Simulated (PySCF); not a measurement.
## Computed data sheet: cyanomethyl, `[CH2]C#N`

Species: cyanomethyl, C2H2N (doublet state).
Cartesian coordinates in Å at the PBE0-D3(BJ)/def2-SVP level; atoms count from 1:
```
atom  x, y, z in Å
C1    -0.5653    0.0099   -0.0093
C2     0.8184   -0.0110   -0.0039
N3     1.9902   -0.0293    0.0013
H4    -1.0991    0.9620   -0.0091
H5    -1.1270   -0.9259   -0.0135
```

**PBE0-D3(BJ)/def2-SVP geometry optimisation, gas phase (PySCF)**

| Item | Value |
| --- | --- |
| Point group | C2v |
| Rotational constants A, B, C | 281.319, 10.247, 9.887 GHz |
| Dipole moment | 3.35 D |

From UKS B3LYP, IGLO-III on C N, pcH-1 on H, non-relativistic, mean-field spin-orbit, GIAO (PySCF):

| Quantity | Value |
| --- | --- |
| Isotropic g value | 2.00308 |
| Principal g values | 2.00224, 2.00347, 2.00354 |
| Spin squared ⟨S²⟩ | 0.768 |
| Largest Mulliken spin population | 0.90 on C1 |
| Largest isotropic hyperfine couplings (means over sets of like nuclei) | 13C +70.6 (C1), 13C -60.1 (C2), 1H -59.2 (H4/H5), 14N +9.8 (N3) MHz |

Monoisotopic mass (most abundant isotopes): 40.0187 u.

The dipole matches unit charges of opposite sign 0.70 Å apart (1 e·Å = 4.8032 D). A dipole of 3.35 D is allowed in C2v, and pure rotational transitions are dipole-allowed. g_iso is shifted by about +760 ppm from the free-electron value 2.002319; the principal values span 0.0013. ⟨S²⟩ is 0.018 above the pure-spin value S(S + 1) = 0.75. The rotational constants make it an asymmetric top with κ = (2B − A − C)/(A − C) = -1.00, nearer the prolate limit (−1). At 9.50 GHz, hν = g·μB·B₀ (B₀ the magnetic field) puts the centre of the isotropic spectrum, to first order, at 338.9 mT.

For the geometry optimisation (PBE0-D3(BJ)/def2-SVP), the run took 3.4 s of wall time on one thread, Arm Neoverse V2, shared host.
